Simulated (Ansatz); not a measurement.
Ansatz (a program for electronic structure) input (CCSD(T)/6-31G*):

Ansatz 0.2 input:
```yaml
crystal:
  periodic: [false, false, false]
  atoms:
    - {symbol: C, position_ang: [-0.00973717, 0.14109779, -1.26067338]}
    - {symbol: Si, position_ang: [0.00458397, -0.06712142, 0.56953855]}
    - {symbol: H, position_ang: [-0.92502358, 0.27576638, -1.82585964]}
    - {symbol: H, position_ang: [0.89715728, 0.17658197, -1.85330504]}
    - {symbol: H, position_ang: [-0.01250272, 1.24978383, 1.26161923]}
    - {symbol: H, position_ang: [-1.19315147, -0.82096845, 1.01280927]}
    - {symbol: H, position_ang: [1.22776798, -0.78805063, 0.99523664]}
basis:
  gaussian:
    orbitals: 6-31G*
magnetization: {spin_polarized: true, initial_magnetization: 1}
correlation: {method: ccsd_t, electrons: outside_noble_gas}
```

Output:

```
Functional definition: HF
integrals: 0.02 GiB planned
468 factors; integrals over basis functions are off by at most 1.3e-3 eV
mean field: 0.09 GiB planned
mean field evaluation 1: about -8968.7868 eV, gradient 1.2e1 eV
mean field evaluation 2: about -8968.8156 eV, gradient 1.2e1 eV
mean field evaluation 4: about -8970.0315 eV, gradient 1.5e0 eV
mean field evaluation 8: about -8970.0565 eV, gradient 5.6e-4 eV
mean field evaluation 16: about -8969.9942 eV, gradient 1.5e0 eV
mean field -8970.05651746 eV, -329.6434968941 hartree, gradient 2.4e-6 eV, S^2 0.760876; 0 other end points of the search recorded, 0 dependent functions left out
6 core orbitals not correlated
reference -8970.05651746 eV, -329.6434968941 hartree; 7, 6 occupied and 31, 32 virtual orbitals, 468 factors
second order -5.01290210 eV of doubles, -0.00000000 eV of singles
coupled cluster: 0.09 GiB planned
cycle   1  -5.72439530 eV  change   -7.1e-1 eV  update   6.4e-2
cycle   2  -6.00609429 eV  change   -2.8e-1 eV  update   2.4e-2
cycle   3  -6.02902533 eV  change   -2.3e-2 eV  update   7.9e-3
cycle   4  -6.02801963 eV  change    1.0e-3 eV  update   3.1e-3
cycle   5  -6.02833459 eV  change   -3.1e-4 eV  update   1.4e-3
cycle   6  -6.02863137 eV  change   -3.0e-4 eV  update   4.1e-4
cycle   7  -6.02875049 eV  change   -1.2e-4 eV  update   1.6e-4
cycle   8  -6.02876575 eV  change   -1.5e-5 eV  update   5.2e-5
cycle   9  -6.02874654 eV  change    1.9e-5 eV  update   2.0e-5
cycle  10  -6.02874282 eV  change    3.7e-6 eV  update   6.8e-6
perturbative correction -0.13552267 eV, -0.0049803663 hartree
Total energy: -8976.22078295 eV, -329.8700294725 hartree
```

It need not be the lowest isomer of its formula.
